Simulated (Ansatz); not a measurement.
Worked example: SbH4, doublet against SbH4⁻, singlet

Geometry (PBE0/def2-TZVPD stationary point of a singlet), kept for both states (SbH4⁻, singlet: A1; SbH4, doublet: A1):

```yaml
atoms:
  - { symbol: Sb, position_ang: [0.0231, 0.0000, 0.0000] }
  - { symbol: H, position_ang: [-0.3293, 0.0000, -1.9448] }
  - { symbol: H, position_ang: [-1.0689, 1.3246, 0.0000] }
  - { symbol: H, position_ang: [-1.0689, -1.3246, 0.0000] }
  - { symbol: H, position_ang: [-0.3293, 0.0000, 1.9448] }
```

Basis def2-SVPD with its core potentials; Ansatz 0.2.0. Correlated methods freeze the noble-gas cores and the filled d shells of p-block atoms. R marks a restricted (for open shells ROHF) determinant, U an unrestricted one. No spin–orbit coupling is included; scalar relativity enters through the core potentials alone.

Full CI isn't at hand for all of this; UCCSDT(Q) serves as the reference, and is uncertain by the last step of the cluster series or more.

Unrestricted rows (U, and Kohn–Sham where it breaks symmetry) aren't spin-pure: their determinants' ⟨S²⟩ exceeds S(S+1) by up to 0.12, so they mix in states of higher spin. The highest occupied Kohn–Sham level of the anion is positive, up to +1.22 eV, so in those functionals the extra electron is held by the basis alone, which enters their differences from the reference.

```
    level  E(SbH4⁻, singlet) (hartree)  E(SbH4, doublet) (hartree)
      UHF                  -241.479664                 -241.448054
     UMP2                  -241.628317                 -241.569998
 UCCSD(T)                  -241.668668                 -241.611143
      PBE                  -242.565268                 -242.507742
    B3LYP                  -242.672541                 -242.609847
UCCSDT(Q)                  -241.669879                 -241.612488
```

**Question.** Give the vertical gap, SbH4 doublet less SbH4⁻ singlet, at each level in eV (1 hartree = 27.2114 eV), and each error against UCCSDT(Q).

**Answer.** UCCSDT(Q): (-241.612488 − (-241.669879)) × 27.2114 = 1.562 eV (the reference)
B3LYP: (-242.609847 − (-242.672541)) × 27.2114 = 1.706 eV, error 0.144 eV
PBE: (-242.507742 − (-242.565268)) × 27.2114 = 1.565 eV, error 0.003 eV
UCCSD(T): (-241.611143 − (-241.668668)) × 27.2114 = 1.565 eV, error 0.003 eV
UMP2: (-241.569998 − (-241.628317)) × 27.2114 = 1.587 eV, error 0.025 eV
UHF: (-241.448054 − (-241.479664)) × 27.2114 = 0.860 eV, error -0.702 eV

Total energies of functionals can't be set beside those of wave-function methods, since they hold the core's correlation and their own absolute errors; only the differences compare.

In so small a basis the reference is far from its limit while semilocal and hybrid functionals are nearer theirs, so the functionals' errors here hold much of the reference's basis and frozen-core error, which can add to them or hide them.

Each level lands on the state that its own search finds. T1 diagnostics of restricted CCSD: 0.015 and 0.034.
